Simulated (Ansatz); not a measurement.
Stepwise reaction of `N[SiH2]N` with hydrogen sulfide, as a gas-phase model of exchange steps in deposition or etching. ΔE in kJ/mol; ΔG adds harmonic PBE0-D4 terms to CCSD(T)/CBS, at 1 bar.

Computed with Ansatz on PBE0-D4/def2-TZVP structures; ΔE is electronic, products minus reactants. CCSD(T)/CBS is the MP2 limit (def2-TZVPP, def2-QZVPP) plus CCSD(T) − MP2 in def2-TZVPP, frozen cores. This one scheme is used for every species. DFT in def2-TZVPP. B3LYP here is the variant with VWN-RPA as its local correlation; programs differ in this. Each species was taken in one conformer, which may not be the lowest.

```
step                             reaction  PBE-D4  B3LYP-D4  ωB97M-V  CCSD(T)/CBS  ΔG(500 K)
   1  `N[SiH2]N` + H₂S → `N[SiH2]S` + NH₃   -11.4      -1.9     -1.4         -2.9       -1.0
```

Task: Give the row of step 2, `N[SiH2]S` + H₂S → `S[SiH2]S` + NH₃. (Estimate.)

Result: The calculation gave: 
```
step                             reaction  PBE-D4  B3LYP-D4  ωB97M-V  CCSD(T)/CBS  ΔG(500 K)
   2  `N[SiH2]S` + H₂S → `S[SiH2]S` + NH₃   -14.5      -4.9     -4.6         -7.0        5.6
```

Task: By hand: ΔE of the 2 steps together at CCSD(T)/CBS.

Result: (-2.9) + (-7.0) = -9.9 kJ/mol, or -5.0 kJ/mol a step.

In ΔE the steps differ by no more than 4.1 kJ/mol. ΔG lies between -1.0 and 5.6 kJ/mol a step. PBE-D4 differs from CCSD(T)/CBS by -8.5 to -7.5 kJ/mol a step. Isolated molecules leave out the surface, adducts and barriers. Largest T1 diagnostic: 0.011.
